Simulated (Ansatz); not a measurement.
## Zinc-blende BP: TA phonon frequency at L by level of theory

No measured value is used here.

```tsv
level (code)	value (cm⁻¹)	cell (Å³/atom)
LDA (Ansatz)	[?]	11.32
PBE (Ansatz)	225	11.76
r²SCAN (Ansatz)	233	11.67
HSE06 (Ansatz)	233	11.57
PBE0 (Ansatz)	233	11.57
```

Q: Fill in the missing entries.

A: 
- LDA (Ansatz, a program for electronic structure), value (cm⁻¹): 223

Each level is taken at its own relaxed cell. Cutoffs and k meshes differ between the levels. Ansatz's density-functional and Hartree–Fock values are scalar-relativistic unless marked +SOC, with PAW data made under PBE.
